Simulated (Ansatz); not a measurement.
Saddle point of C3H5, doublet (C₂H₂ (C#C) + CH₃ → C₃H₅ ([CH][CH][CH3]); bonds formed: C1–C3), PBE0-D4/def2-TZVP structure:

C1  (-1.056, -0.291, 0.125)
C2  (-1.580, 0.510, -0.623)
C3  (1.254, -0.107, 0.239)
H4  (-0.999, -1.097, 0.823)
H5  (-1.858, 1.274, -1.311)
H6  (1.326, 0.128, 1.293)
H7  (1.415, 0.696, -0.466)
H8  (1.496, -1.112, -0.079)
(Å)

Energies are electronic, without zero-point energy. Barriers and step energies count from the start structure reached by relaxing down the imaginary mode; all methods use the PBE0-D4 structures, on which another method's saddle can fall below an end. Program: Ansatz 0.2.0. Basis: def2-TZVPP, with def2-QZVPP for the basis limit. Cores are frozen in the correlated methods; orbitals are unrestricted. B3LYP uses VWN-RPA correlation. Extrapolation: Hartree–Fock as exp(−7.88 √X), correlation as X^−2.97.

| method | barrier (eV) | step energy (eV) |
| --- | --- | --- |
| SPW92 | ? | -1.863 |
| PBE-D4 | 0.161 | -1.490 |
| BLYP-D4 | 0.203 | -1.226 |
| r2SCAN-D4 | 0.243 | -1.437 |
| B97M-V | ? | -1.410 |
| PBE0-D4 | 0.276 | -1.541 |
| B3LYP-D4 | ? | -1.295 |
| r2SCAN0-D4 | 0.308 | -1.490 |
| BHLYP-D4 | 0.409 | -1.344 |
| CAM-B3LYP-D4 | 0.365 | -1.338 |
| wB97X-V | 0.360 | -1.418 |
| wB97M-V | 0.370 | -1.307 |
| B2PLYP | 0.404 | -1.182 |
| PBE-QIDH | 0.418 | -1.413 |
| RPA on PBE | 0.434 | -1.194 |
| HF | 0.621 | -1.189 |
| MP2 | 0.793 | -0.933 |
| CCSD | 0.453 | -1.211 |
| CCSD(T) | 0.407 | -1.209 |

Q: Fill in the withheld barriers. (An estimate is asked for; the value comes from the calculation.)

A: By the calculation: SPW92 -0.032; B97M-V 0.300; B3LYP-D4 0.296 eV. Each is the energy of the saddle less that of the start structure, by the same method.

For comparison, the barrier by CCSD(T) at an estimated basis limit (MP2 extrapolated from triple and quadruple zeta, plus CCSD(T) − MP2 in triple zeta) is 0.413 eV.

T1 diagnostic: at most 0.038. ⟨S²⟩ of the unrestricted Hartree–Fock references: 0.76 to 0.98 (a pure state has 0.75). The unrestricted reference is spin-contaminated, which hurts MP2 most.

Labels in which every atom is bracketed show which atoms are joined, not bond orders.

For scale, one of the runs: CCSD(T)/def2-TZVPP, 163 basis functions, launched by `ansatz run in.yaml --threads 2 --pin off --events-out ev --progress --plain --max-ram 4352MiB`. The run took 60 s on 2 CPU threads of an Arm Neoverse V2 (shared host), with 3.1 GiB of host memory at its peak.
